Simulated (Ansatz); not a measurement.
# C2H6N2: the cost of one run

The runs use Ansatz 0.2.0, Gaussian basis; the settings change from run to run.

**1. The molecule**

An earlier PBE0-D4 in a triple-zeta def2 set relaxation fixed the geometry.

SMILES `C/N=C\N`, 10 atoms, charge 0, spin multiplicity 1.

Atoms are counted from 1 here; the program's logs count them from 0.

Bond lengths: C1–N2 1.442 Å, C1–H5 1.090 Å, C1–H6 1.100 Å, C1–H7 1.101 Å, N2–C3 1.267 Å, C3–N4 1.369 Å, C3–H8 1.091 Å, N4–H9 1.005 Å, N4–H10 1.004 Å. Angles: N2–C1–H5 109.6°, N2–C1–H6 112.2°, N2–C1–H7 112.6°, H5–C1–H6 107.6°, H5–C1–H7 107.2°, H6–C1–H7 107.4°, C1–N2–C3 117.1°, N2–C3–N4 127.8°, N2–C3–H8 118.5°, N4–C3–H8 113.7°, C3–N4–H9 119.1°, C3–N4–H10 118.4°, H9–N4–H10 115.9°.

**2. revPBE0/def2-TZVPD**

This run has multiplicity 3, D3(BJ) with three-body dispersion, high accuracy, the search for lower states set to full.

in.yaml

```yaml
crystal:
  periodic: [false, false, false]
  atoms:
    - {symbol: C, position_ang: [-0.925565, 0.678239, -0.754183]}
    - {symbol: N, position_ang: [-0.538974, -0.710902, -0.719833]}
    - {symbol: C, position_ang: [0.346416, -1.042090, 0.124345]}
    - {symbol: N, position_ang: [0.968094, -0.243376, 1.045760]}
    - {symbol: H, position_ang: [-1.676096, 0.829777, -1.530305]}
    - {symbol: H, position_ang: [-1.360653, 1.012749, 0.198797]}
    - {symbol: H, position_ang: [-0.080677, 1.346765, -0.983076]}
    - {symbol: H, position_ang: [0.649630, -2.088445, 0.176554]}
    - {symbol: H, position_ang: [0.905620, 0.754966, 0.947599]}
    - {symbol: H, position_ang: [1.795306, -0.588883, 1.497242]}
basis:
  gaussian: {orbitals: def2-TZVPD}
magnetization: {spin_polarized: true, initial_magnetization: 2}
hamiltonian: {xc: {name: revPBE0}, dispersion: d3bjatm}
accuracy: high
scf: {lower_state_search: full}
output: {forces: true}
```

The run is started by

```console
ansatz run in.yaml --threads 2 --pin off --events-out ev --progress --plain --max-ram 4352MiB
```

What time and memory should one allow on 2 threads of Intel Xeon 6975P-C, shared host?

About 1.7 min, with a peak of 1.4 GiB.
